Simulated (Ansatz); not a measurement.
Molecular dynamics of CH3NS

input.yaml

```yaml
crystal:
  periodic: [false, false, false]
  atoms:
    - { symbol: "N", position_ang: [-0.718363, 0.077859, -0.391839] }
    - { symbol: C, position_ang: [0.404277, 0.267141, 0.241383] }
    - { symbol: S, position_ang: [1.179512, -1.236254, 0.483589] }
    - { symbol: H, position_ang: [-0.29207, -1.278062, -0.323043] }
    - { symbol: H, position_ang: [-1.322913, 0.870995, -0.625245] }
    - { symbol: H, position_ang: [0.791556, 1.234322, 0.569053] }
basis:
  gaussian: { orbitals: "6-31G*" }
hamiltonian:
  xc: r2scan
md:
  timestep: 0.5
  n_steps: 200
  ensemble: nve
  temperature: 300.0
  initial_velocities: maxwell_boltzmann
  seed: 5514
```

Command:

```bash
$ ansatz run input.yaml --threads 1 --pin off --max-ram 2048MiB --backend cpu --events-out ev --progress --plain --runs-dir out
```

It starts at the highest image of a converged band, a first-order saddle point between two minima.

Output, in part (one step line in 7, the closing report, with atoms numbered from 0):

```
md step     0: t =     0.00 fs  T =   300.0 K  F+E_penalty+E_count = -13406.54492716 eV  E_kin = 0.155112 eV  conserved = -13406.38981516 eV  (26 SCF iters)
md step     7: t =     3.50 fs  T =   172.6 K  F+E_penalty+E_count = -13406.47819230 eV  E_kin = 0.089253 eV  conserved = -13406.38893955 eV  (33 SCF iters)
md step    14: t =     7.00 fs  T =    56.1 K  F+E_penalty+E_count = -13406.41730343 eV  E_kin = 0.028988 eV  conserved = -13406.38831542 eV  (32 SCF iters)
md step    21: t =    10.50 fs  T =   174.7 K  F+E_penalty+E_count = -13406.47987136 eV  E_kin = 0.090338 eV  conserved = -13406.38953320 eV  (33 SCF iters)
md step    28: t =    14.00 fs  T =   272.4 K  F+E_penalty+E_count = -13406.52946171 eV  E_kin = 0.140848 eV  conserved = -13406.38861375 eV  (33 SCF iters)
md step    35: t =    17.50 fs  T =  1224.4 K  F+E_penalty+E_count = -13407.02022356 eV  E_kin = 0.633051 eV  conserved = -13406.38717275 eV  (32 SCF iters)
md step    42: t =    21.00 fs  T =  2532.3 K  F+E_penalty+E_count = -13407.69687693 eV  E_kin = 1.309299 eV  conserved = -13406.38757762 eV  (32 SCF iters)
md step    49: t =    24.50 fs  T =  1304.9 K  F+E_penalty+E_count = -13407.06224891 eV  E_kin = 0.674697 eV  conserved = -13406.38755207 eV  (33 SCF iters)
md step    56: t =    28.00 fs  T =  2044.2 K  F+E_penalty+E_count = -13407.44973567 eV  E_kin = 1.056914 eV  conserved = -13406.39282123 eV  (33 SCF iters)
md step    63: t =    31.50 fs  T =  2620.1 K  F+E_penalty+E_count = -13407.75303217 eV  E_kin = 1.354671 eV  conserved = -13406.39836105 eV  (31 SCF iters)
md step    70: t =    35.00 fs  T =  1540.4 K  F+E_penalty+E_count = -13407.18283648 eV  E_kin = 0.796441 eV  conserved = -13406.38639593 eV  (33 SCF iters)
md step    77: t =    38.50 fs  T =  2635.4 K  F+E_penalty+E_count = -13407.76127207 eV  E_kin = 1.362623 eV  conserved = -13406.39864858 eV  (48 SCF iters)
md step    84: t =    42.00 fs  T =  2603.4 K  F+E_penalty+E_count = -13407.75018196 eV  E_kin = 1.346077 eV  conserved = -13406.40410464 eV  (31 SCF iters)
md step    91: t =    45.50 fs  T =   830.0 K  F+E_penalty+E_count = -13406.81514609 eV  E_kin = 0.429147 eV  conserved = -13406.38599953 eV  (33 SCF iters)
md step    98: t =    49.00 fs  T =  2237.5 K  F+E_penalty+E_count = -13407.55855981 eV  E_kin = 1.156869 eV  conserved = -13406.40169056 eV  (32 SCF iters)
md step   105: t =    52.50 fs  T =  2287.6 K  F+E_penalty+E_count = -13407.58617431 eV  E_kin = 1.182789 eV  conserved = -13406.40338523 eV  (32 SCF iters)
md step   112: t =    56.00 fs  T =   245.3 K  F+E_penalty+E_count = -13406.51177316 eV  E_kin = 0.126843 eV  conserved = -13406.38493004 eV  (32 SCF iters)
md step   119: t =    59.50 fs  T =  1544.6 K  F+E_penalty+E_count = -13407.19893008 eV  E_kin = 0.798634 eV  conserved = -13406.40029617 eV  (32 SCF iters)
md step   126: t =    63.00 fs  T =  2657.7 K  F+E_penalty+E_count = -13407.77135420 eV  E_kin = 1.374144 eV  conserved = -13406.39720986 eV  (31 SCF iters)
md step   133: t =    66.50 fs  T =  1463.2 K  F+E_penalty+E_count = -13407.14255622 eV  E_kin = 0.756541 eV  conserved = -13406.38601517 eV  (33 SCF iters)
md step   140: t =    70.00 fs  T =  2153.6 K  F+E_penalty+E_count = -13407.49799829 eV  E_kin = 1.113494 eV  conserved = -13406.38450420 eV  (30 SCF iters)
md step   147: t =    73.50 fs  T =  2264.1 K  F+E_penalty+E_count = -13407.56108542 eV  E_kin = 1.170641 eV  conserved = -13406.39044395 eV  (32 SCF iters)
md step   154: t =    77.00 fs  T =  1746.7 K  F+E_penalty+E_count = -13407.29073882 eV  E_kin = 0.903138 eV  conserved = -13406.38760094 eV  (33 SCF iters)
md step   161: t =    80.50 fs  T =  1776.0 K  F+E_penalty+E_count = -13407.29758141 eV  E_kin = 0.918260 eV  conserved = -13406.37932119 eV  (31 SCF iters)
md step   168: t =    84.00 fs  T =  1579.7 K  F+E_penalty+E_count = -13407.20592245 eV  E_kin = 0.816792 eV  conserved = -13406.38913056 eV  (33 SCF iters)
md step   175: t =    87.50 fs  T =  1317.7 K  F+E_penalty+E_count = -13407.07154370 eV  E_kin = 0.681281 eV  conserved = -13406.39026220 eV  (33 SCF iters)
md step   182: t =    91.00 fs  T =  1499.9 K  F+E_penalty+E_count = -13407.16298426 eV  E_kin = 0.775516 eV  conserved = -13406.38746867 eV  (32 SCF iters)
md step   189: t =    94.50 fs  T =   946.9 K  F+E_penalty+E_count = -13406.87626109 eV  E_kin = 0.489578 eV  conserved = -13406.38668294 eV  (32 SCF iters)
md step   196: t =    98.00 fs  T =  1032.2 K  F+E_penalty+E_count = -13406.92279611 eV  E_kin = 0.533702 eV  conserved = -13406.38909446 eV  (31 SCF iters)
md step   200: t =   100.00 fs  T =  1964.7 K  F+E_penalty+E_count = -13407.41027083 eV  E_kin = 1.015842 eV  conserved = -13406.39442919 eV  (48 SCF iters)
Total energy: -13407.41027690 eV, -492.7132398069 hartree
Atom 0 at    -0.732709     0.114489    -0.427764 Å, force     2.143910    -2.892092     0.000968 eV/Å
Atom 1 at     0.400932     0.192579     0.243419 Å, force     0.484128    -0.836555     0.082092 eV/Å
Atom 2 at     1.203894    -1.230817     0.497374 Å, force     0.982160     0.017393     0.457237 eV/Å
Atom 3 at    -0.670786    -0.950061    -0.485668 Å, force    -2.425274     0.902130    -1.002745 eV/Å
Atom 4 at    -1.381482     0.835328    -0.408105 Å, force    -2.013903     1.177005    -0.274947 eV/Å
Atom 5 at     0.692572     1.148511     0.551048 Å, force     0.828980     1.632119     0.737395 eV/Å
Dipole moment:    -0.628995     0.577409    -0.147802 e Å
```

All steps were run. The conserved energy stayed within 2.7 meV per atom of its start (net change -0.77 meV per atom), so the integration is sound. The kinetic energy rose, since the run started high on the potential surface and went downhill. A run of 0.1 ps of so small a system gives no equilibrium averages. The orbitals stay closed-shell, which can raise the energy where a bond breaks towards radicals; this wasn't checked here.

Between its relaxed ends the band would form S3–H4 and break N1–H4. These pairs go: S3–H4 1.68 → 2.14 Å, N1–H4 1.42 → 1.07 Å. In the last frame they stand as before the step (other bonds may differ from the relaxed reactants and products). These pairs come and go: their bonding changes 4 times, last at 98 of 100 fs, so the outcome isn't settled. It ends as one piece, CH3NS. Pairs count as bonded within 1.25 times the sum of covalent radii (0.12 Å more for H–H).

Last frame:

```xyz
6
Properties=species:S:1:pos:R:3
N -0.733 0.115 -0.428
C 0.401 0.193 0.243
S 1.204 -1.231 0.497
H -0.671 -0.950 -0.486
H -1.381 0.835 -0.408
H 0.693 1.149 0.551
```

Run time: 7 min on 1 thread of Arm Neoverse V2, with other jobs on the host, peak memory 0.1 GiB.
